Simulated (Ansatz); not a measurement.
# Appearance energy of a fragment ion: C5H10O → [C3H7]+ + C2H3O + e⁻

Species: C5H10O (3-methyl-2-butanone) `CC(=O)C(C)C`, singlet; [C3H7]+ `C[CH+]C`, singlet; C2H3O (acetyl radical) `C[C]=O`, doublet. 

Shapes, held fixed at every level: PBE0-D4/def2-TZVP. Flexible molecules stand in one conformer, not always the lowest. Programs: Ansatz 0.2.0. Electronic energies: no zero-point or thermal term.

```tsv
level	kind	ΔE (eV)	less CCSD(T)/CBS estimate
HF/def2-TZVPP	Hartree–Fock	+9.38	-1.79
PBE-D4/def2-TZVPP	GGA	+10.75	-0.42
B3LYP-D4/def2-TZVPP	global hybrid	+10.79	-0.38
PBE0-D4/def2-TZVPP	global hybrid	+10.91	-0.26
B2PLYP/def2-TZVPP	double hybrid	+10.71	-0.46
MP2/def2-TZVPP	perturbation theory	+11.22	+0.05
CCSD(T)/def2-TZVPP	coupled cluster or CI	+11.05	-0.12
CCSD(T)/CBS estimate	coupled cluster or CI	+11.17	0.00
```

The highest level, CCSD(T)/CBS estimate, gives ΔE = +11.17 eV; the levels span +9.38 to +11.22. The column of differences is taken from that level and isn't an error. No measured value is set beside it here. Open shells run unrestricted unless RO is named. The CBS estimate extrapolates MP2 from def2-TZVPP and def2-QZVPP and adds CCSD(T) − MP2 in the triple-zeta set, cores frozen. The onset seen in experiment also holds zero-point changes and kinetic shifts.
